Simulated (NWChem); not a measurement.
The numbers come from NWChem runs, not from measurements. System: CH$_{2}$, charge 0, spin multiplicity 1, at a geometry optimised with B3LYP/def2-SVP. The structure started from a generated list of species. Level: CR-EOMCCSD(T)/def2-SVPD, 1 core orbitals frozen.

Part of the output:

```
             Northwest Computational Chemistry Package (NWChem) 7.3.0
             --------------------------------------------------------

                                NWChem Input Module
                                -------------------

 Scaling coordinates for geometry "geometry" by  1.889725989
 (inverse scale =  0.529177249)

 Turning off AUTOSYM since
 SYMMETRY directive was detected!

                             Geometry "geometry" -> ""
                             -------------------------

 Output coordinates in angstroms (scale by  1.889725989 to convert to a.u.)

  No.       Tag          Charge          X              Y              Z
 ---- ---------------- ---------- -------------- -------------- --------------
    1 C                    6.0000     0.00000000     0.00000000     0.17993600
    2 H                    1.0000     0.86216900     0.00000000    -0.53980700
    3 H                    1.0000    -0.86216900     0.00000000    -0.53980700

 Effective nuclear repulsion energy (a.u.)       5.9609673148

            Nuclear Dipole moment (a.u.)
            ----------------------------
        X                 Y               Z
 ---------------- ---------------- ----------------
     0.0000000000     0.0000000000     0.0000037795

      Symmetry information
      --------------------

 Group name             C2v
 Group number             16
 Group order               4
 No. of unique centers     2

      Symmetry unique atoms

     1    2


 Summary of "ao basis" -> "" (spherical)
 ------------------------------------------------------------------------------
       Tag                 Description            Shells   Functions and Types
 ---------------- ------------------------------  ------  ---------------------
 *                         def2-svpd                  on all atoms

 Summary of "ao basis" -> "ao basis" (spherical)
 ------------------------------------------------------------------------------
       Tag                 Description            Shells   Functions and Types
 ---------------- ------------------------------  ------  ---------------------
 C                         def2-svpd                 8       20   4s2p2d
 H                         def2-svpd                 4        8   2s2p

                                 NWChem SCF Module
                                 -----------------

  ao basis        = "ao basis"
  functions       =    36
  atoms           =     3
[...]
   0.0000268329395   0.3392670134357    9.23193     0.0     0.0

 Iteration  20 using   20 trial vectors
   0.0000170813755   0.3392669513607    9.23193     0.0     0.0

 Iteration  21 using   21 trial vectors
   0.0000064472717   0.3392668196688    9.23192     0.0     0.0
 --------------------------------------------------------------
 Iterations converged
 ------------------

 Excited state root  1
 Excitation energy / hartree =        0.339266819668769
                   / eV      =        9.231923813594141
 largest EOMCCSD amplitudes: R1 and R2

 Singles contributions
     7b1  (alpha) ---     4a1  (alpha)       -0.3965779544

 Doubles contributions
     5b2  (alpha)     5b2  (beta ) ---     4a1  (alpha)     3b1  (beta )        0.5875777970
     5b2  (alpha)    11b2  (beta ) ---     4a1  (alpha)     3b1  (beta )        0.1358768091
    11b2  (alpha)     5b2  (beta ) ---     4a1  (alpha)     3b1  (beta )        0.1090908036
     5b2  (alpha)     5b2  (beta ) ---     3b1  (alpha)     4a1  (beta )        0.5875777970
     5b2  (alpha)    11b2  (beta ) ---     3b1  (alpha)     4a1  (beta )        0.1090908036
    11b2  (alpha)     5b2  (beta ) ---     3b1  (alpha)     4a1  (beta )        0.1358768091
======= CR-EOMCCSD(T) calculation ======
corresponding R0 value =     0.000000

CR-EOMCCSD(T) Intermediates cpu wall time             0.1            0.1
 creom_N i2_1 nr of boxes                    22
 creom_N i2_2 nr of boxes                    84
 creom_N i2_3 nr of boxes                    22
 creom_N i2_4 nr of boxes                    84

CR-EOMCCSD(T) triples loop cpu wall             0.0            0.0

 CR-EOMCCSD(T)  total energy / hartree       =       -38.681217487840883
 CR-EOMCCSD(T)  excitation energy (eV)       =      8.41955

 =========================================
 Excited-state calculation ( b2  symmetry)
 =========================================
 Dim. of EOMCC iter. space      500

 EOMCCSD SOLVER TYPE  1
  maxdiff =   0.44195536592444901

 No. of initial right vectors    1

 EOM-CCSD right-hand side iterations
 --------------------------------------------------------------
      Residuum       Omega / hartree  Omega / eV    Cpu    Wall
 --------------------------------------------------------------

 Iteration   1 using    1 trial vectors
   0.4760458714886   0.1533001435677    4.17151     0.0     0.0

 Iteration   2 using    2 trial vectors
   0.1017393516904   0.0727133658260    1.97863     0.0     0.0

 Iteration   3 using    3 trial vectors
   0.0356778344823   0.0667634487558    1.81673     0.0     0.0

 Iteration   4 using    4 trial vectors
   0.0115865702017   0.0653275113517    1.77765     0.0     0.0

 Iteration   5 using    5 trial vectors
   0.0037514525414   0.0652071370066    1.77438     0.0     0.0

 Iteration   6 using    6 trial vectors
   0.0013080805513   0.0651919752380    1.77396     0.0     0.0

 Iteration   7 using    7 trial vectors
   0.0004450730230   0.0651859919592    1.77380     0.0     0.0

 Iteration   8 using    8 trial vectors
   0.0001178539819   0.0651919801696    1.77396     0.0     0.0

 Iteration   9 using    9 trial vectors
   0.0000324164173   0.0651920531104    1.77397     0.0     0.0

 Iteration  10 using   10 trial vectors
   0.0000103784418   0.0651917638331    1.77396     0.0     0.0

 Iteration  11 using   11 trial vectors
   0.0000039814681   0.0651917469243    1.77396     0.0     0.0
 --------------------------------------------------------------
 Iterations converged
 ------------------

 Excited state root  1
 Excitation energy / hartree =        0.065191746924286
                   / eV      =        1.773958448007692
 largest EOMCCSD amplitudes: R1 and R2

 Singles contributions
     5b2  (alpha) ---     4a1  (alpha)       -0.9356657312
    11b2  (alpha) ---     4a1  (alpha)       -0.1783522521
    14b2  (alpha) ---     4a1  (alpha)        0.1192553758

 Doubles contributions
======= CR-EOMCCSD(T) calculation ======
corresponding R0 value =     0.000000

CR-EOMCCSD(T) Intermediates cpu wall time             0.1            0.1
 creom_N i2_1 nr of boxes                    22
 creom_N i2_2 nr of boxes                    84
 creom_N i2_3 nr of boxes                    22
 creom_N i2_4 nr of boxes                    84

CR-EOMCCSD(T) triples loop cpu wall             0.0            0.0

 CR-EOMCCSD(T)  total energy / hartree       =       -38.927600539567756
 CR-EOMCCSD(T)  excitation energy (eV)       =      1.71513

 Task  times  cpu:        4.2s     wall:        4.2s

 Total times  cpu:        4.3s     wall:        4.3s
```

Problem. Write an NWChem input that would produce this output.

Solution. One answer among several that fit: 
```
start mol
memory heap 100 mb stack 700 mb global 1900 mb
geometry units angstroms nocenter noautoz
  C      0.000000     0.000000     0.179936
  H      0.862169     0.000000    -0.539807
  H     -0.862169     0.000000    -0.539807
  symmetry group C2v
end
basis spherical
  * library def2-svpd
end
scf
  rhf
  nopen 0
  maxiter 100
  thresh 1e-7
  semidirect memsize 60000000 filesize 0
end
tce
  freeze core 1
  creomsd(t)
  nroots 1
  2eorb
  2emet 13
  thresh 1e-5
  maxiter 200
  tilesize 24
end
task tce energy
```
